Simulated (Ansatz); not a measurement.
This geometry of AlFH$_{3}$P (6 atoms, charge 0, multiplicity 1) is a first-order saddle point.

Level of theory: RKS PBE/STO-3G (Ansatz 0.2.0).

```xyz
6
Properties=species:S:1:pos:R:3
F -1.913 -0.446 0.212
Al -0.392 -0.803 -0.304
P 1.269 0.679 0.041
H -0.213 -2.147 -0.975
H 0.454 1.759 -0.403
H 0.838 0.894 1.382
```

Task: Which two structures does it join? (They come from a converged band through this point; their orientation in space is the band's.)

Result: No bond is made or broken. The dihedral F1–Al2–P3–H5 goes from -137 to 45°. The two ends are copies of one structure, up to a mirror image or an exchange of like atoms.

First end point:

```xyz
6
Properties=species:S:1:pos:R:3
F -1.548 -1.270 0.911
Al -0.468 -0.769 -0.224
P 1.228 0.547 0.407
H -0.626 -1.344 -1.616
H 1.066 1.393 -0.723
H 0.390 1.379 1.197
```

Last end point:

```xyz
6
Properties=species:S:1:pos:R:3
F -1.416 -1.362 0.990
Al -0.391 -0.822 -0.178
P 0.064 1.366 -0.287
H 0.081 -1.841 -1.194
H 0.255 1.473 1.117
H 1.449 1.123 -0.495
```

Task: How far does it lie above each of them?

Result: 0.091 eV above the first and 0.091 eV above the second. This is the barrier of this one path; another mechanism may lie lower. Limits of this set-up: minimal basis.

The run took 31 s on 1 thread of Arm Neoverse V2, on a shared host, peak memory 0.08 GiB.
